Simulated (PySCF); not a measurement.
**Identify the compound**

An unknown has the formula C4H3FO. Its calculated NMR data are:

1H NMR (300 MHz, computed): δ 2.28 (d, J = 2.1 Hz, 3H).

13C{1H} NMR (computed): δ 150.7 (C, d, J = 379.1 Hz), 100.3 (C, d, J = 11.3 Hz), 74.2 (C, d, J = 106.1 Hz), 4.8 (CH3).

[PySCF 2.14.0 with density-fitted response routines: B3LYP/pcJ-1 coupling constants; shielding tensors at PBE0/pcSseg-1 (GIAO); coordinates at the GFN2-xTB level; one conformer; no solvent; no relativistic terms; rapidly exchanging positions averaged]

Shifts are taken against calculated references (same method and geometry level): 1H, 13C vs TMS.

Q: Choose the structure that fits.
A. O=C=C/C=C/F
B. Cc1c(F)c1=O
C. O=C1C=C(F)C1
D. O=C=C/C=C\F
E. CC#CC(=O)F
F. Fc1ccoc1

A: E. 

- The formula gives 3 degrees of unsaturation (no ring in the answer).
- 4 carbon signals for 4 carbons: no two carbons are equivalent.
- Carbon types of the structure: 3 × C, 1 × CH3, which accounts for all hydrogens.
- δC 150.7: carbonyl carbon.
- δC 100.3, 74.2: alkyne carbon; the triple bond shields along its axis, which puts it between sp3 and sp2 carbons.
- δC 4.8: propargylic methyl carbon; a saturated carbon with 1 carbon neighbour and no heteroatom attached.
- δH 2.28: hydrogen on a propargylic methyl carbon.

The others: O=C=C/C=C/F would give 3 signals for carbon-bound and other non-exchanging H, not 1; Fc1ccoc1 would give 3 signals for carbon-bound and other non-exchanging H, not 1; O=C=C/C=C\F would give 3 signals for carbon-bound and other non-exchanging H, not 1; Cc1c(F)c1=O has carbons computed at 168.1, 147.9, 144.0, 10.3; O=C1C=C(F)C1 would give 2 signals for carbon-bound and other non-exchanging H, not 1.

C–F couplings over four or more bonds (about 3 Hz to the para carbon of a fluoroarene) are left out. Common functionals overestimate the size of one-bond C–F couplings by tens of Hz; these are unscaled. Multiplet labels drop couplings under 1 Hz and merge nearly equal ones. Shifts are as computed. Against solution values, carbons near 30 ppm lie about +3 ppm off and those near 130 ppm about +5 ppm. Of 1211 compounds with measured shifts, 218 miss one by over three times the rms of a fit or turn the order of signals round; such compounds aren't used in these exercises.
